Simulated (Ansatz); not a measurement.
Two isomers of C3H6FN: A = `C/C=N/CF`, B = `CC(F)C=N`.

Gas-phase electronic energies from Ansatz, PBE0-D4/def2-TZVP geometries. CBS: MP2 limit from def2 TZ/QZ plus the TZ coupled-cluster correction, frozen cores. Functionals use def2-TZVPP. B3LYP here is the variant with VWN-RPA as its local correlation; programs differ in this. One conformer a species, not always the lowest.

(1) Which isomer does CCSD(T)/CBS put lower? Give the gap. (Estimate.)

(2) Give E(B) − E(A) in kcal/mol with ωB97M-V, CCSD/def2-TZVPP, r2SCAN-D4, PBE-D4, CCSD(T)/def2-TZVPP, B3LYP-D4, PBE0-D4. (Best estimate.)

Largest T1 diagnostic: 0.012.

Results:

(1) Ansatz gave: B, by 4.3 kcal/mol.

(2) Computed: ωB97M-V -4.0, CCSD/def2-TZVPP -4.0, r2SCAN-D4 -3.5, PBE-D4 -2.7, CCSD(T)/def2-TZVPP -4.1, B3LYP-D4 -2.8, PBE0-D4 -3.0. None reverses the order clearly.

In def2-TZVPP, CCSD(T) changes the Hartree–Fock value by −1.5 kcal/mol (the triples alone add −0.0 kcal/mol) and MP2 by −1.1 kcal/mol.
